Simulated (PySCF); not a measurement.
Species: acetyl chloride, C2H3ClO.
SMILES: `CC(=O)Cl`

Computed with PySCF, TDDFT CAM-B3LYP/def2-SVPD, vertical, gas phase, core orbitals frozen in the response. Geometry: PBE0-D3(BJ)/def2-SVP; no solvent, vibrations or thermal averaging.

```tsv
state	E (eV)	E (hartree)	f	|μ| (D)	symmetry	main configurations (H = HOMO, L = LUMO)
S1	5.22	0.1917	0.0001	0.05	–	H→L (95%)
S2	6.72	0.2471	0.0001	0.06	–	H-1→L (96%)
S3	7.07	0.2598	0.0093	0.59	A′	H-2→L (78%), H→L+2 (12%)
S4	7.88	0.2898	0.024	0.90	A′	H-1→L+2 (40%), H-1→L+1 (21%), H→L+1 (14%)
S5	8.02	0.2946	0.0007	0.15	–	H-2→L+2 (55%), H-2→L+1 (35%)
S6	8.29	0.3047	0.098	1.76	A′	H→L+1 (70%), H→L+2 (12%)
S7	8.59	0.3158	0.280	2.93	A′	H→L+2 (42%), H-1→L+2 (13%), H-2→L (10%)
S8	8.92	0.3280	0.035	1.02	A′	H-1→L+1 (53%), H-1→L+2 (25%), H-1→L+3 (15%)
S9	9.08	0.3336	0.039	1.07	A″	H-2→L+1 (53%), H-2→L+2 (27%), H-2→L+3 (16%)
S10	9.23	0.3393	0.0025	0.27	A″	H-4→L (93%)
```

Triplets (Tamm–Dancoff): T1 4.69 eV, H→L (93%); T2 5.96 eV, H-2→L (72%), H-3→L (18%); T3 6.59 eV, H-1→L (95%); T4 6.96 eV, H→L+2 (46%), H→L+1 (27%).

The lowest singlet lies at 5.22 eV (238 nm, ultraviolet) and is dark (f under 0.0005); its leading configuration is HOMO→LUMO (95%). The strongest level in the table is S7 at 8.59 eV (144 nm, f = 0.280). S1 has the pattern of n→π* at C=O. Weighted by f, the mean energy of these states is 8.53 eV. Of the 10 states listed, 5 reach f = 0.01 and 2 stay under 0.0005. The listed states span 4.02 eV, and the widest gap between neighbours is 1.51 eV (S1 to S2). All these states lie below the vertical ionisation energy of 11.19 eV (ΔSCF). Symmetry labels in Cs follow from the direction of the transition dipole and are given only for states with f of 0.002 or more. The window holds the lowest 10 singlets.

The run took 40 s on Arm Neoverse V1, one thread, shared host with 32 logical CPUs at a one-minute load of 25, and the process peaked at 0.53 GiB of memory.
